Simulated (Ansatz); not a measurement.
The input, for Ansatz 0.2.0:

```yaml
crystal:
  periodic: [false, false, false]
  atoms:
    - {symbol: Al, position_ang: [0.000000, 0.224130, 1.694066]}
    - {symbol: Ge, position_ang: [0.000000, 0.139476, -0.754270]}
    - {symbol: B, position_ang: [0.000000, -1.567868, 0.414763]}
    - {symbol: H, position_ang: [0.000000, 0.765285, 4.561447]}
basis:
  gaussian: {orbitals: cc-pVDZ}
magnetization: {spin_polarized: true, initial_magnetization: 3}
hamiltonian: {xc: hf}
output: {orbitals: {seedname: orbitals}}
```

```sh
$ ansatz run in.yaml --threads 1 --pin off --events-out ev --progress --plain --max-ram 2393MiB
```

Log:

```
686 factors; integrals over basis functions are off by at most 7.6e-4 eV
mean field evaluation 1: about -63733.1949 eV, gradient 9.3e0 eV
mean field evaluation 2: about -63733.2299 eV, gradient 9.4e0 eV
mean field evaluation 4: about -63735.6475 eV, gradient 3.3e0 eV
mean field evaluation 8: about -63736.4263 eV, gradient 9.4e-1 eV
mean field evaluation 16: about -63737.3699 eV, gradient 1.7e-1 eV
mean field evaluation 32: about -63737.2438 eV, gradient 3.4e-1 eV
mean field evaluation 64: about -63737.0083 eV, gradient 2.2e-1 eV
mean field evaluation 96: about -63737.2788 eV, gradient 3.4e-1 eV
mean field evaluation 128: about -63737.3524 eV, gradient 3.5e-1 eV
mean field evaluation 160: about -63732.1969 eV, gradient 1.0e1 eV
mean field evaluation 192: about -63737.2087 eV, gradient 1.4e0 eV
mean field evaluation 224: about -63737.0047 eV, gradient 1.8e-1 eV
mean field evaluation 256: about -63735.7978 eV, gradient 5.5e-1 eV
mean field evaluation 288: about -63736.7821 eV, gradient 5.6e-1 eV
mean field evaluation 320: about -63736.1195 eV, gradient 2.6e-1 eV
mean field evaluation 352: about -63735.0271 eV, gradient 6.4e0 eV
mean field evaluation 384: about -63734.1694 eV, gradient 4.3e0 eV
mean field evaluation 416: about -63736.3629 eV, gradient 8.9e-1 eV
mean field -63737.37104616 eV, -2342.3051832045 hartree, gradient 1.8e-5 eV, S^2 4.680878; 8 other end points of the search recorded, 0 dependent functions left out
reference -63737.37104616 eV, -2342.3051832045 hartree; 27, 24 occupied and 37, 40 virtual orbitals, 686 factors
Total energy: -63737.37104616 eV, -2342.3051832045 hartree
```

Ran on 1 thread of Intel Xeon 6975P-C, shared host: 6.5 s wall, 0.18 GiB peak host memory.
